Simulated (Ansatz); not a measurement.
# AlClH4S: the cost of one run

All numbers below are computed with Ansatz 0.2.0 (RKS PBE-D4/6-31G*).

## 1. Starting point

Bond lengths: Al1–Cl2 2.580 Å, Al1–H3 1.560 Å, Al1–H4 1.560 Å, Al1–S5 2.560 Å, S5–H6 1.400 Å, Cl2–H7 1.547 Å, S5–H7 1.592 Å. Angles: Al1–Cl2–H7 70.8°, Cl2–Al1–H3 120.0°, Cl2–Al1–H4 120.0°, Cl2–Al1–S5 71.6°, H3–Al1–H4 120.0°, H3–Al1–S5 97.0°, H4–Al1–S5 101.2°, Al1–S5–H6 109.5°, Al1–S5–H7 70.9°, H6–S5–H7 145.2°, Cl2–H7–S5 146.7°.

As a file:

```xyz
7

Al    0.0000    0.0000    0.0000
Cl    0.0000    0.0000    2.5800
H     1.3510    0.0000   -0.7800
H    -1.3510    0.0000   -0.7800
S     0.1070   -2.4270    0.8072
H    -0.6505   -3.2374   -0.0469
H     0.0643   -1.4595    2.0709
```

## 2. Pulling towards end A

Springs on the bonds that form and break draw the guess towards this end; the thresholds are loose.

Contents of input.yaml:

```yaml
crystal:
  periodic: [false, false, false]
  atoms:
    - { symbol: Al, position_ang: [0.0, 0.0, 0.0] }
    - { symbol: Cl, position_ang: [0.0, 0.0, 2.58] }
    - { symbol: H, position_ang: [1.351, 0.0, -0.78] }
    - { symbol: H, position_ang: [-1.351, 0.0, -0.78] }
    - { symbol: S, position_ang: [0.107, -2.427, 0.8072] }
    - { symbol: H, position_ang: [-0.6505, -3.2374, -0.0469] }
    - { symbol: H, position_ang: [0.0643, -1.4595, 2.0709] }
basis:
  gaussian: { orbitals: "6-31G*" }
hamiltonian:
  xc: pbe
  dispersion: d4
relax:
  f_tol: 0.15
  max_steps: 25
  restrain:
    - { distance: [0, 4], at: 3.46, k: 30.0 }
    - { distance: [6, 1], at: 2.57, k: 30.0 }
    - { distance: [0, 1], at: 2.23, k: 30.0 }
    - { distance: [6, 4], at: 1.4, k: 30.0 }
```

Run with:

```console
ansatz run input.yaml --threads 1 --pin off --max-ram 2048MiB --backend cpu --events-out ev --progress --plain --runs-dir out
```

What time and memory should one allow on 1 thread of Intel Xeon Platinum 8259CL at 2.50GHz (Skylake/Cascade Lake), shared host?

About 18 s, with a peak of 0.15 GiB.
